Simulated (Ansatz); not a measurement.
## Ti (hcp): energy against volume

Computed with Ansatz, DFT, m-r2SCAN, plane waves (500 eV) with PAW, scalar-relativistic. (PAW data from PBE, frozen cores regenerated.)

The cell is scaled uniformly from the relaxed one, with fractional coordinates and shape fixed. Energies are extrapolated to zero smearing, pressures are those at the given smearing. Magnetic state: non-magnetic.

A Birch-Murnaghan fit gives V₀ = 17.30 Å³/atom, B₀ = 117 GPa, B₀′ = 3.5.

Task: What are the energy above the minimum and the pressure at 15.230 Å³/atom?

Result: 109.4 meV/atom and 18.60 GPa as computed.

Task: What are the energy above the minimum and the pressure at 15.923 Å³/atom?

Result: 45.5 meV/atom and 11.27 GPa as computed.

Task: What are the energy above the minimum and the pressure at 16.615 Å³/atom?

Result: 10.6 meV/atom and 5.13 GPa as computed.

m-r²SCAN is r²SCAN on the gauge-invariant kinetic-energy density; without spin polarisation the two are equal.
